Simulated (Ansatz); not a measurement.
A made-up structure of CH2FMg, doublet:

| atom | x (Å) | y (Å) | z (Å) |
| --- | --- | --- | --- |
| C1 | -0.6480 | 0.6424 | -0.4659 |
| Mg2 | 0.7938 | -0.7859 | 0.5711 |
| F3 | 2.0382 | -2.0201 | 1.4654 |
| H4 | -1.3538 | 0.3549 | -1.4214 |
| H5 | -0.8302 | 1.8087 | -0.1492 |

It is relaxed with PBE-D4/def2-SVP and then PBE0-D4/def2-TZVP (Ansatz 0.2.0). Atoms count as bonded within 1.22 times the sum of their covalent radii (H–H: 0.88 Å). The end point is not checked to be a true minimum.

Does its bonding change? (Judge from chemistry; the calculation decides.)

By the calculation: No: no bond forms or breaks.

Where it ends: The first stage lowers the energy by 0.85 eV in 5 steps. It ends as CH₂FMg ([CH2][Mg][F]):
| atom | x (Å) | y (Å) | z (Å) |
| --- | --- | --- | --- |
| C1 | -0.5787 | 0.5733 | -0.4160 |
| Mg2 | 0.7087 | -0.7020 | 0.5095 |
| F3 | 1.8202 | -1.8031 | 1.3085 |
| H4 | -1.2092 | 0.3173 | -1.2691 |
| H5 | -0.7409 | 1.6146 | -0.1328 |

Labels in which every atom is bracketed show which atoms are joined, not bond orders.

For scale, one of the runs: PBE0-D4/def2-TZVP relaxation, 106 basis functions, launched by `ansatz run in.yaml --threads 2 --pin off --events-out ev --progress --plain --max-ram 4352MiB`. The run took about 6.5 s on 2 CPU threads of an Intel Xeon 6975P-C (shared host).
